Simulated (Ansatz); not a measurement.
# [Br···H···Si], triplet in cc-pVTZ: errors against UCCSDT(Q)

Geometry: a point of a hydrogen-transfer path between rigid fragments, not a stationary point.

```yaml
atoms:
  - { symbol: Br, position_ang: [0.0000, 0.0000, -1.5692] }
  - { symbol: H, position_ang: [0.0000, 0.0000, -0.1486] }
  - { symbol: Si, position_ang: [0.0000, 0.0000, 1.7178] }
```

Basis cc-pVTZ; Ansatz 0.2.0. Correlated methods freeze the noble-gas cores and the filled d shells of p-block atoms, which leaves 12 electrons in 72 orbitals. R marks a restricted (for open shells ROHF) determinant, U an unrestricted one. Active spaces: pair = (4e, 4o) about the gap; valence = (12e, 9o) chosen from the atoms' valence shells. No spin–orbit coupling is included, and no scalar relativity.

Full CI isn't at hand for all of this; UCCSDT(Q) serves as the reference, and is uncertain by about the last step of the cluster series. The frozen core follows each run's orbitals, which can shift R against U totals by a few meV for light atoms and by up to 0.1 eV past Ca.

```
UHF ⟨S²⟩                          : 2.023
T1 diagnostic (RCCSD)             : 0.0183
largest doubles amplitude (RCCSD) : 0.066
T1 diagnostic (UCCSD)             : 0.0115
```

```csv
level,E − E(RHF) (eV)
UHF,-0.1500
UMP2,-6.7725
UCCSD,-7.6992
UCCSD(T),-7.9935
```

**Question.** Estimate how far UCCSDT(Q) in cc-pVTZ lies from UCCSD(T). The table doesn't fix it; the size of (T) and the diagnostics are the guide.

**Answer.** UCCSDT(Q) in cc-pVTZ lies 4.6 kJ/mol below UCCSD(T), which is 16 % of the (T) step (-28.4 kJ/mol). The diagnostics are small and the rest is a small part of (T), but (T) is large here. The miss exceeds 1 kcal/mol.

The other levels:

```tsv
level	E − E(UCCSDT(Q)) (kJ/mol)	share of correlation (%)	wall time
UCCSDT	1.2	99.84	–
```

The correlation energy at UCCSDT(Q), counted from RHF, is -8.041 eV. That run took 26 s on 2 threads of AMD EPYC 7R13 with a shared H100 80 GB, shared host.

Run but not shown, since their state or frozen core can't be matched to the reference's or they repeat it: RHF, RMP2, RCCSD, RCCSD(T), BCCD(T), RCCSDT, RCCSDT(Q), CASSCF (pair space), NEVPT2 (pair space), MRCISD (pair space), MRCISD+Q (pair space), CASSCF (valence space), NEVPT2 (valence space), MRCISD (valence space), MRCISD+Q (valence space).

Times hold each run's SCF and search for its determinant on a shared host, so for small cases they say little of a method's own cost; they ran on 1 thread of AMD EPYC 7R13.
